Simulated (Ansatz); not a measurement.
Geometry optimisation, RKS PBE0-D4/def2-mTZVP (Ansatz 0.2.0).

Input file:

```yaml
crystal:
  periodic: [false, false, false]
  atoms:
    - { symbol: Al, position_ang: [0.057132, 0.421095, -0.505818] }
    - { symbol: O, position_ang: [-0.04213, 0.000954, 2.425397] }
    - { symbol: H, position_ang: [-0.943103, -0.135288, 2.742708] }
    - { symbol: H, position_ang: [1.458401, -0.126558, -0.973925] }
    - { symbol: H, position_ang: [-1.359247, -0.150217, -0.906633] }
    - { symbol: F, position_ang: [0.054554, 1.878587, 0.335181] }
    - { symbol: H, position_ang: [0.013393, 0.969927, 2.253889] }
basis:
  gaussian: { orbitals: def2-mTZVP }
hamiltonian:
  xc: pbe0
  dispersion: d4
relax:
  f_tol: 0.03
  max_steps: 50
output:
  orbitals: {}
```

Run as:

```bash
$ ansatz run input.yaml --threads 1 --pin off --max-ram 2048MiB --backend cpu --events-out ev --progress --plain --runs-dir out
```

Question: Where does it end, and by what steps?

Answer: The forces met the threshold. After 8 steps the energy has fallen by 0.643 eV; H3 moved furthest, 0.60 Å. Joined: Al1–O2 (2.96 → 2.01 Å).

| step | energy less start (eV) | largest force component (eV/Å) | accepted |
| --- | --- | --- | --- |
| 0 | 0.0000 | 0.819 | yes |
| 1 | -0.1409 | 1.336 | yes |
| 2 | -0.3792 | 1.571 | yes |
| 3 | -0.5756 | 0.808 | yes |
| 4 | -0.6231 | 0.421 | yes |
| 5 | -0.6378 | 0.140 | yes |
| 6 | -0.6414 | 0.078 | yes |
| 7 | -0.6423 | 0.066 | yes |
| 8 | -0.6425 | 0.009 | yes |

```xyz
7
Properties=species:S:1:pos:R:3
Al 0.028 0.425 -0.094
O -0.011 0.089 1.888
H -0.833 -0.327 2.182
H 1.376 -0.231 -0.610
H -1.405 -0.167 -0.464
F 0.090 2.085 0.206
H -0.005 0.984 2.264
```

Whether the end is a true minimum wasn't checked by a vibrational analysis.

Run time: 12 s on 1 thread of Intel(R) Xeon(R) 6975P-C (Granite Rapids), on a shared host, peak memory 0.15 GiB.
